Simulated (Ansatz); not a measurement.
A nudged elastic band was laid between two geometries of H3P + H4Si (9 atoms, charge 0, multiplicity 1).

All numbers below come from RKS PBE-D4/cc-pVDZ (Ansatz 0.2.0).

```
movable images  : 5
climbing image  : yes
spring          : 5.0 eV/Å²
optimiser       : quadratic models (default)
start path      : through a guess of the saddle point
force threshold : 0.05 eV/Å
iteration limit : 60
end points      : relaxed
```

Initial state:

```xyz
9
Properties=species:S:1:pos:R:3
Si 0.539 -0.063 -0.209
H 0.816 -0.051 1.272
H 1.836 0.070 -0.965
H -0.368 1.089 -0.560
H -0.131 -1.360 -0.583
P -3.296 0.178 1.462
H -2.754 -0.634 0.393
H -3.486 -0.974 2.315
H -1.981 0.433 2.008
```

Final state:

```xyz
9
Properties=species:S:1:pos:R:3
Si -0.552 -0.167 -0.562
H 0.317 0.294 2.933
H 0.654 0.234 0.250
H -0.619 0.708 -1.789
H -0.398 -1.606 -0.990
P -2.429 0.221 0.689
H -3.268 -0.498 -0.246
H -2.213 -0.951 1.506
H -0.314 0.453 3.342
```

**Question.** Which bonds break or form, and what moves?

**Answer.** Bonds broken: Si1–H2, P6–H9. Bonds formed: Si1–P6, H2–H9. H3P + H4Si becomes H2 + H5PSi.

**Question.** Give the energies along the band, and the barrier.

**Answer.** It converged. The highest image is number 3 of 0 to 6, 59.2 kcal/mol above the first end and 59.4 kcal/mol above the last; the last end lies 0.3 kcal/mol below the first. Neighbouring images differ by up to 2.6 eV, so the band resolves the path poorly. A vibrational analysis at the climbing image gives one clearly imaginary mode, 1447i cm⁻¹: a first-order saddle point. The orbitals stay closed-shell, which can raise the energy where a bond breaks towards radicals; this wasn't checked here.

```
image  path coordinate (Å)  energy (kcal/mol)  Si1–H2 (Å)  P6–H9 (Å)  Si1–P6 (Å)
    0                 0.00                0.0        1.51       1.45        4.19
    1                 2.00                0.0        1.51       1.45        3.91
    2                 4.00                1.2        1.51       1.44        3.67
    3                 5.99               59.2        1.76       1.87        2.67
    4                 8.43                0.3        3.55       3.26        2.29
    5                10.87               -0.2        3.45       3.83        2.29
    6                13.31               -0.3        3.63       3.40        2.29
```

**Question.** What is the geometry of the highest image?

**Answer.** 
```xyz
9
Properties=species:S:1:pos:R:3
Si -0.127 0.104 -0.031
H 0.011 -1.059 1.287
H 1.290 0.485 0.388
H -0.694 1.441 -0.504
H -0.146 -0.942 -1.104
P -2.698 -0.145 0.639
H -2.858 -1.278 1.534
H -2.603 0.789 1.740
H -0.999 -0.708 1.183
```

The band took 32 iterations and about 4 core-minutes.

The run took 4.4 min on 1 thread of Arm Neoverse V1 (shared host), peak memory 0.11 GiB.
